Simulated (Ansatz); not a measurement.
Si (diamond): values from a third-order Birch-Murnaghan fit to a volume scan beside measured ones. Computed values: PBE (plane waves to 420 eV, PAW, scalar-relativistic; Ansatz, a quantum-chemistry and plane-wave program). Si was relaxed with its symmetry unable to fall. The PAW data are Ansatz's earlier set.

```
quantity                reference                                       kind    PBE  difference
----------------------  ---------  -----------------------------------------  -----  ----------
Lattice constant a (Å)      5.421  measured, corrected to the static lattice  5.470      +0.9 %
Bulk modulus B₀ (GPa)       100.8  measured, corrected to the static lattice   88.4     -12.3 %
```

PBE overestimates the lattice constant a by 0.9 %. PBE underestimates the bulk modulus B₀ by 12.3 %.

References as given in: Daniel Mejia-Rodriguez, S. B. Trickey, Physical Review B (2018), arXiv:1807.09216; Jianwei Sun, Martijn Marsman, Gábor I. Csonka et al., Physical Review B (2011), doi:10.1103/physrevb.84.035117.

(Under strain, the slope of the energy per volume gives the stress and its curvature an elastic modulus.)
